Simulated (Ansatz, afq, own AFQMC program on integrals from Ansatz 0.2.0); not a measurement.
**N2H⁻, triplet: AFQMC among the cluster methods**

```xyz
3

N     0.0000   -0.1292    0.5306
N     0.0000    0.0784   -0.6154
H     0.0000    0.7060    1.1777
```

Connectivity, by distances: NH–N.

Basis aug-cc-pVDZ. Only valence electrons are correlated. AFQMC by an in-house program on the Cholesky factors that Ansatz 0.2.0 writes for its CCSD(T) run. ph-AFQMC/CISD is guided by a CISD state made of CCSD amplitudes; releasing the constraint for a short imaginary time cuts its bias at the price of noise, slowly where states lie close. Error bars are statistical, one sigma.

Determinant: UHF, the one that the program's search chose, which needn't be the lowest solution. The geometry is a PBE0/def2-TZVP stationary point of this or a neighbouring charge and spin state.

No full CI on the walks' own integrals is used here; CCSDT(Q) serves as the reference and is uncertain by about the last step of the cluster series.

Cautions: another spin lies lower; at this level and basis the anion state lies above a neutral one; unrestricted determinant slightly spin contaminated (⟨S²⟩ 2.09 against 2.00).

```
T1 diagnostic                               : 0.0390
weight of the determinant in the CISD state : 0.853
⟨S²⟩ of the determinant                     : 2.087
size of the correlated space                : 12 electrons in 53 orbitals
```

Reference: CCSDT(Q), correlation energy -9.437 eV. The released energy is read at 2.40 1/Eh (meV from the phaseless value at times in 1/Eh: -11 ± 4 at 0.24, -19 ± 4 at 0.51, -16 ± 5 at 0.99, -28 ± 5 at 1.62, -27 ± 7 at 2.40).

```tsv
level	E − E(reference) (kJ/mol)	share of correlation (%)
HF	910.5	0.00
MP2	103.7	88.61
CCSD	41.2	95.47
CCSD(T)	5.9	99.35
CCSDT	3.9	99.58
ph-AFQMC/CISD	2.8 ± 0.5	99.69
released AFQMC	0.2 ± 0.7	99.98
```

A walk keeps the symmetry of its determinant, which the program's search chose and which needn't be the lowest solution, so a lower state of the same spin and another symmetry isn't excluded. Released energies are given only where the last usable release times agree within the noise; a slower fall can still hide under it.
